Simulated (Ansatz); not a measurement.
Consider the substitution at a C–C bond: `COCCF` + CH₃NH₂ → `CNCOC` + `CF`.

Calculated with Ansatz (gas phase, PBE0-D4/def2-TZVP geometries, no zero-point term in ΔE). CCSD(T)/CBS adds triple-zeta CCSD(T) − MP2 to the extrapolated MP2 energy (def2 sets, frozen cores). This one scheme is used for every species. DFT in def2-TZVPP. Each species was taken in one conformer, which may not be the lowest.

`COCCF`:

Cartesian coordinates in Å:
```
C 1.473 0.105 0.798
O 0.134 0.439 1.073
C -0.810 -0.277 0.327
C -1.012 0.224 -1.079
F 0.045 -0.134 -1.903
H 2.086 0.617 1.541
H 1.636 -0.977 0.888
H 1.783 0.420 -0.204
H -0.558 -1.348 0.298
H -1.765 -0.171 0.854
H -1.089 1.315 -1.089
H -1.924 -0.211 -1.503
```

CH₃NH₂:

```xyz
7

C     0.502   -0.017   -0.266
N    -0.880    0.172    0.140
H     1.147   -0.511    0.475
H     0.947    0.953   -0.500
H     0.532   -0.611   -1.182
H    -0.932    0.730    0.982
H    -1.315   -0.717    0.351
```

`CNCOC`:

```xyz
14

C     1.287    1.158    0.637
N     1.000   -0.260    0.599
C    -0.358   -0.613    0.835
O    -1.329   -0.019   -0.011
C    -1.255   -0.463   -1.336
H     0.749    1.748   -0.117
H     1.012    1.552    1.619
H     2.359    1.317    0.505
H     1.366   -0.695   -0.236
H    -0.444   -1.707    0.774
H    -0.640   -0.287    1.840
H    -2.100   -0.033   -1.874
H    -1.318   -1.559   -1.399
H    -0.330   -0.141   -1.836
```

`CF`:

Z-matrix (Å, degrees):
```
C
F 1 1.376
H 1 1.092 2 109.1
H 1 1.092 2 109.1 3 -120.0
H 1 1.092 2 109.1 3 120.0
```

```csv
species,PBE0-D4 energy (Eh)
`COCCF`,-293.37937
CH₃NH₂,-95.78170
`CNCOC`,-249.50250
`CF`,-139.65573
```

(1) Work out ΔE.

Largest T1 diagnostic among the species: 0.011.

## Answers

(1) ΔE = (-249.50250) + (-139.65573) − (-293.37937) − (-95.78170) = 0.00284 Eh = +7.5 kJ/mol. CCSD(T)/CBS gives +8.6 kJ/mol.

Leaving LDA and LC-ωPBE aside and taking each functional with its dispersion term where it has one, the values, not all of them listed here, spread over 6.3 kJ/mol, from revPBE-D4 to B97M-V. LDA lies −4.4 kJ/mol from PBE without D4. In def2-TZVPP, CCSD(T) changes the Hartree–Fock value by −3.9 kJ/mol (the triples alone add −1.4 kJ/mol) and MP2 by −5.5 kJ/mol. At CCSD(T), def2-SVP lies −5.4 kJ/mol from the extrapolated value and def2-TZVPP −1.3 kJ/mol.
